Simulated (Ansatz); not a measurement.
C₄H₈O, SMILES `CCC1CO1`. Total charge 0; spin multiplicity 1.

```xyz
13

C    -1.077   -0.087    1.294
C    -0.072   -0.790    0.395
C     0.109   -0.074   -0.910
C     1.176    0.899   -1.117
O     1.256   -0.403   -1.675
H    -1.212   -0.628    2.232
H    -2.056   -0.012    0.813
H    -0.749    0.927    1.536
H    -0.402   -1.815    0.192
H     0.902   -0.865    0.887
H    -0.796    0.044   -1.508
H     1.873    1.098   -0.305
H     1.048    1.706   -1.834
```

Task: List the harmonic frequencies (cm⁻¹, unscaled) at PBE0-D4/def2-TZVP in Ansatz. (Best estimate.)

Result: The calculation gave: 101, 214, 242, 398, 463, 778, 823, 901, 948, 960, 1057, 1073, 1135, 1160, 1175, 1195, 1275, 1301, 1349, 1406, 1453, 1480, 1491, 1501, 1536, 3047, 3050, 3085, 3098, 3107, 3122, 3130, 3187.

Task: Is this a minimum?

Result: Yes, all 33 modes are real.

Task: Give the ideal-gas thermochemistry at 298.15 K and 1 bar (rigid rotor, harmonic oscillator; point group C1, symmetry number 1).

Result: Zero-point energy 300.5 kJ/mol; H(298) − E = 317.9 kJ/mol; entropy 311.2 J/(mol·K), of which translation 162.2, rotation 106.2, vibration 42.8; G(298) − E = 225.1 kJ/mol.

Task: And at 400, 500, 600, 800 and 1000 K?

Result: 
```
T (K)  H − E (kJ/mol)  S (J/mol/K)  G − E (kJ/mol)
  400           328.4        341.3           191.8
  500           341.3        370.2           156.3
  600           356.6        397.9           117.8
  800           392.7        449.6            33.0
 1000           434.3        496.0           -61.6
```

Task: Rotational constants (cm⁻¹)?

Result: 0.4497, 0.1052, 0.09603.
